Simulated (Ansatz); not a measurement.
in.yaml

```yaml
crystal:
  periodic: [false, false, false]
  atoms:
    - {symbol: Ga, position_ang: [0.000023, -0.258300, 3.736266]}
    - {symbol: P, position_ang: [-0.000016, -0.609843, -2.506844]}
    - {symbol: N, position_ang: [0.000021, -0.249023, -3.946168]}
    - {symbol: H, position_ang: [-0.000029, 1.117165, 2.716746]}
basis:
  gaussian: {orbitals: cc-pVDZ}
magnetization: {spin_polarized: true, initial_magnetization: 0}
correlation: {method: mp2, electrons: outside_noble_gas}
output: {forces: true}
```

```sh
$ ansatz run in.yaml --threads 1 --pin off --events-out ev --progress --plain --max-ram 2393MiB
```

Output:

```
696 factors; integrals over basis functions are off by at most 1.1e-3 eV
mean field evaluation 1: about -63097.3378 eV, gradient 2.5e1 eV
mean field evaluation 2: about -63097.3950 eV, gradient 2.5e1 eV
mean field evaluation 4: about -63100.7125 eV, gradient 1.7e0 eV
mean field evaluation 8: about -63100.7563 eV, gradient 6.1e-4 eV
mean field evaluation 16: about -63100.7487 eV, gradient 4.8e-1 eV
mean field evaluation 32: about -63101.0471 eV, gradient 1.5e-6 eV
mean field evaluation 64: about -63101.0405 eV, gradient 1.1e-1 eV
mean field -63101.04712988 eV, -2318.9207105971 hartree, gradient 1.5e-6 eV, S^2 0.693985; 7 other end points of the search recorded, 0 dependent functions left out
20 core orbitals not correlated: weight in the atoms' cores, before any rotation towards them, 0.999 or more for the frozen orbitals, at most 0.000 for the correlated occupied ones
reference -63101.04712988 eV, -2318.9207105971 hartree; 7, 7 occupied and 37, 37 virtual orbitals, 696 factors
second order -7.56349229 eV of doubles, -0.00000000 eV of singles
the calculation of the forces begins
Total energy: -63108.61062217 eV, -2319.1986638120 hartree
Atom 0 at     0.000023    -0.258300     3.736266 Å, force    -0.000009     0.241944    -0.161951 eV/Å
Atom 1 at    -0.000016    -0.609843    -2.506844 Å, force     0.000104     1.030020    -4.060267 eV/Å
Atom 2 at     0.000021    -0.249023    -3.946168 Å, force    -0.000104    -1.023503     4.061736 eV/Å
Atom 3 at    -0.000029     1.117165     2.716746 Å, force     0.000009    -0.248461     0.160482 eV/Å
Dipole moment:    -0.000016    -0.220731     0.749223 e Å
```

Forces (eV/Å):
```
Ga   0.000  0.242 -0.162
P    0.000  1.030 -4.060
N    0.000 -1.024  4.062
H    0.000 -0.248  0.160
```

Ran on 1 thread of Intel Xeon 6975P-C, shared host: 3.7 s wall, 0.17 GiB peak host memory.
